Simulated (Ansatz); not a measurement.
**wB97M-V/def2-SVP run of C3H4F2 (cis-1,2-difluorocyclopropane)**

Aim: the vertical ionisation energy of C3H4F2 (cis-1,2-difluorocyclopropane) at wB97M-V/def2-SVP, from 2 runs. 

The results are computed with Ansatz 0.2.0.

50 further runs of the same task are left out: 50 set aside as unsound or not needed. Runs told in other sessions of the task aren't counted.

**1. The molecule**

C3H4F2 has 9 atoms, charge 0, and is taken as a singlet. As SMILES, `FC1CC1F`. The shape is that of a PBE0-D4/def2-TZVP optimisation.

Bond lengths: F1–C2 1.356 Å, C2–C3 1.495 Å, C2–C4 1.489 Å, C3–C4 1.495 Å, C4–F5 1.356 Å, C2–H6 1.084 Å, C3–H7 1.083 Å, C3–H8 1.084 Å, C4–H9 1.084 Å. Some angles: F1–C2–C3 117.2°, F1–C2–C4 117.5°, C3–C2–C4 60.1°, C2–C3–C4 59.7°, C2–C4–C3 60.1°, C2–C4–F5 117.4°, C3–C4–F5 117.2°, F1–C2–H6 112.2°, C3–C2–H6 120.8°, C4–C2–H6 119.9°.

**2. A single-point energy at wB97M-V/def2-SVP**

molecule.yaml reads:

```yaml
crystal:
  periodic: [false, false, false]
  atoms:
    - {symbol: F, position_ang: [-0.169600, 1.608000, -1.012600]}
    - {symbol: C, position_ang: [0.216800, 0.825500, 0.025400]}
    - {symbol: C, position_ang: [0.580500, -0.591100, -0.284000]}
    - {symbol: C, position_ang: [-0.696000, -0.279700, 0.428900]}
    - {symbol: F, position_ang: [-1.848900, -0.425100, -0.270300]}
    - {symbol: H, position_ang: [0.755400, 1.385300, 0.781900]}
    - {symbol: H, position_ang: [1.394400, -1.070200, 0.245000]}
    - {symbol: H, position_ang: [0.461700, -0.872500, -1.323800]}
    - {symbol: H, position_ang: [-0.820200, -0.522400, 1.478400]}
basis:
  gaussian:
    orbitals: def2-SVP
accuracy: high
output: {orbitals: {seedname: orbitals}}
hamiltonian:
  xc: {name: wB97M-V}
```

Run with:

```console
$ ansatz run molecule.yaml --threads 1 --pin off --max-ram 2610MiB --events-out events.jsonl --progress --plain --runs-dir runs
```

The program printed:

```text
Warning: RAYON_NUM_THREADS=1 ignored (pool sized by the plan → 1); use --threads N
Functional definition: wB97M-V
  name "wB97M-V"
  parameter omega = 0.3/bohr
  parameter cx = 0.15
  parameter cx01 = 1.007
  parameter cx10 = 0.259
  parameter css00 = 0.443
  parameter css04 = -1.437
  parameter css10 = -4.535
  parameter css20 = -3.390
  parameter css43 = 4.278
  parameter cos00 = 1.000
  parameter cos10 = 1.358
  parameter cos20 = 2.924
  parameter cos21 = -8.812
  parameter cos60 = -1.390
  parameter cos61 = 9.142
  parameter b = 6.0
  parameter c = 0.01
  gx(w, u) = 1 - cx + cx01*u + cx10*w
  gss(w, u) = css00 + css04*u^4 + css10*w + css20*w^2 + css43*w^4*u^3
  gos(w, u) = cos00 + cos10*w + (cos20 + cos21*u)*w^2 + (cos60 + cos61*u)*w^6
  exchange = spin_sum(e_x_unif_sr(omega)*gx(b97_w, b97_u_x)) + cx*exact_x_sr(omega) + exact_x_lr(omega)
  correlation = spin_sum(e_c_pw_mod_same_spin*gss(b97_w, b97_u_same))
      + integral(e_c_pw_mod_opposite_spin*gos(b97_w_opposite, b97_u_opposite)) + vv10(b, c)
2132 factors; integrals over basis functions are off by at most 3.5e-9 eV
315 factors; integrals over basis functions are off by at most 2.3e-9 eV
mean field evaluation 1: about -8596.7595 eV, gradient 3.1e1 eV
mean field evaluation 2: about -8597.9051 eV, gradient 2.3e1 eV
mean field evaluation 4: about -8598.7645 eV, gradient 1.5e0 eV
mean field evaluation 8: about -8598.9244 eV, gradient 2.9e-2 eV
mean field evaluation 16: about -8598.9244 eV, gradient 2.3e-5 eV
mean field -8598.92437446 eV, -316.0046422012 hartree, gradient 9.6e-8 eV, S^2 0.000000; 0 other end points of the search recorded, 0 dependent functions left out
reference -8598.92437787 eV, -316.0046423264 hartree; 20, 20 occupied and 70, 70 virtual orbitals, 2132 factors
Total energy: -8598.92437787 eV, -316.0046423264 hartree
```

Wall time 65 s (1 thread of Arm Neoverse V2, shared host); peak memory 0.56 GiB.

**3. The doublet cation at the same level**

Changes to molecule.yaml since step 2:

```diff
@@ -15,5 +15,9 @@
     orbitals: def2-SVP
+total_charge: 1
+magnetization:
+  spin_polarized: true
+  initial_magnetization: 1
+hamiltonian:
+  xc: {name: wB97M-V}
 accuracy: high
 output: {orbitals: {seedname: orbitals}}
-hamiltonian:
-  xc: {name: wB97M-V}
```

Run with:

```console
$ ansatz run molecule.yaml --threads 1 --pin off --max-ram 2610MiB --events-out events.jsonl --progress --plain --runs-dir runs
```

The program printed, cut to the lines that bear on the results:

```text
Warning: RAYON_NUM_THREADS=1 ignored (pool sized by the plan → 1); use --threads N
[... 2 set-up lines as earlier in the session ...]
[...]
  gx(w, u) = 1 - cx + cx01*u + cx10*w
  gss(w, u) = css00 + css04*u^4 + css10*w + css20*w^2 + css43*w^4*u^3
  gos(w, u) = cos00 + cos10*w + (cos20 + cos21*u)*w^2 + (cos60 + cos61*u)*w^6
[...]
      + integral(e_c_pw_mod_opposite_spin*gos(b97_w_opposite, b97_u_opposite)) + vv10(b, c)
2130 factors; integrals over basis functions are off by at most 3.5e-9 eV
315 factors; integrals over basis functions are off by at most 2.3e-9 eV
[...]
mean field -8588.16735052 eV, -315.6093288627 hartree, gradient 7.0e-8 eV, S^2 0.753753; 2 other end points of the search recorded, 0 dependent functions left out
reference -8588.16735372 eV, -315.6093289803 hartree; 20, 19 occupied and 70, 71 virtual orbitals, 2130 factors
Total energy: -8588.16735372 eV, -315.6093289803 hartree
```

Wall time 3.3 min (1 thread of Arm Neoverse V2, shared host); peak memory 0.98 GiB.

**4. What came out**

At wB97M-V/def2-SVP:

```
                                          quantity          value
                      singlet C3H4F2: total energy  -316.00464 Eh
                       singlet C3H4F2: HOMO energy      -10.45 eV
                       singlet C3H4F2: LUMO energy        3.32 eV
                     singlet C3H4F2: HOMO–LUMO gap       13.77 eV
                      doublet cation: total energy  -315.60933 Eh
doublet cation: HOMO energy (highest over α and β)      -18.13 eV
 doublet cation: LUMO energy (lowest over α and β)      -11.07 eV
                              doublet cation: ⟨S²⟩          0.754
vertical ionisation energy (to the doublet cation)      10.757 eV
```

**Reading.** Removing an electron at fixed nuclei costs 10.76 eV (248 kcal/mol). −ε(HOMO) before ionisation, 10.45 eV, is 0.30 eV below this ionisation energy.
